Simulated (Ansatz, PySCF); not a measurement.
Molecule: C₃H₃, net charge 0, doublet state. It need not be the lowest isomer of its formula. 
Structure (B3LYP-D3(BJ)/def2-TZVP (Ansatz, a program for electronic structure) minimum search):
```xyz
6

C      0.0018     0.0071     0.8842
C      0.0467    -0.6576    -0.4096
C      0.0561     0.6501    -0.4202
H     -0.7909     0.0189     1.6308
H      0.0705    -1.5781    -0.9660
H      0.0930     1.5610    -0.9914
```
Charge 0, spin multiplicity 2.


Property: enthalpy of formation at 298 K (from the atomisation energy, B3LYP-D3(BJ)/def2-TZVP harmonic zero-point and thermal terms from PySCF, and the atoms' enthalpies of formation in the G2/97 table; no spin-orbit terms, and no core term in the frozen-core levels), in kcal/mol. Cores are frozen in the correlated levels unless marked. Open shells are spin-unrestricted. No spin-orbit coupling. Non-relativistic. The coupled-cluster limit lacks core correlation, which all-electron functionals hold. CBS(X,Y): correlation extrapolated as X^-3; Hartree-Fock from the larger set. The bracket is a focal-point correction in the basis named.

Measured: 116.4 kcal/mol (Active Thermochemical Tables 1.112 (ions: stationary electron), as tabulated in the package chemicals); it holds spin-orbit and relativistic effects, which these rows lack, and core correlation, which the frozen-core levels lack.

```json
[
 {"level": "HF/6-31G*", "program": "Ansatz", "enthalpy of formation at 298 K (kcal/mol)": "279.4", "error against measurement": "163.0"},
 {"level": "revPBE-D3(BJ)/def2-TZVPD", "program": "Ansatz + dftd3", "enthalpy of formation at 298 K (kcal/mol)": "107.8", "error against measurement": "-8.6"},
 {"level": "TPSS-D3(BJ)/def2-TZVPD", "program": "PySCF + dftd3", "enthalpy of formation at 298 K (kcal/mol)": "104.7", "error against measurement": "-11.7"},
 {"level": "M06-L/def2-TZVPD", "program": "PySCF", "enthalpy of formation at 298 K (kcal/mol)": "105.1", "error against measurement": "-11.3"},
 {"level": "BHLYP-D4/def2-TZVPD", "program": "Ansatz + dftd4", "enthalpy of formation at 298 K (kcal/mol)": "134.3", "error against measurement": "17.9"},
 {"level": "HSE06/def2-TZVPD", "program": "Ansatz", "enthalpy of formation at 298 K (kcal/mol)": "104.1", "error against measurement": "-12.3"},
 {"level": "CAM-B3LYP-D4/def2-TZVPD", "program": "Ansatz + dftd4", "enthalpy of formation at 298 K (kcal/mol)": "112.3", "error against measurement": "-4.1"},
 {"level": "wB97X-V/def2-TZVPD", "program": "Ansatz", "enthalpy of formation at 298 K (kcal/mol)": "114.4", "error against measurement": "-2.0"},
 {"level": "B2PLYP-D3(BJ)/def2-TZVPD", "program": "Ansatz + dftd3", "enthalpy of formation at 298 K (kcal/mol)": "119.0", "error against measurement": "2.6"},
 {"level": "MP2/cc-pVDZ", "program": "Ansatz", "enthalpy of formation at 298 K (kcal/mol)": "151.6", "error against measurement": "35.2"},
 {"level": "MP2/cc-pVTZ", "program": "Ansatz", "enthalpy of formation at 298 K (kcal/mol)": "119.9", "error against measurement": "3.5"},
 {"level": "RI-MP2/cc-pVQZ", "program": "Ansatz", "enthalpy of formation at 298 K (kcal/mol)": "110.4", "error against measurement": "-6.0"},
 {"level": "SCS-MP2/cc-pVDZ", "program": "Ansatz", "enthalpy of formation at 298 K (kcal/mol)": "159.9", "error against measurement": "43.5"},
 {"level": "CCSD(T)/cc-pwCVTZ", "program": "Ansatz", "enthalpy of formation at 298 K (kcal/mol)": "133.2", "error against measurement": "16.8"},
 {"level": "RI-MP2/CBS(cc-pVTZ,cc-pVQZ)+[CCSD(T)-MP2]/cc-pVTZ", "program": "Ansatz", "enthalpy of formation at 298 K (kcal/mol)": "118.5", "error against measurement": "2.1"}
]
```
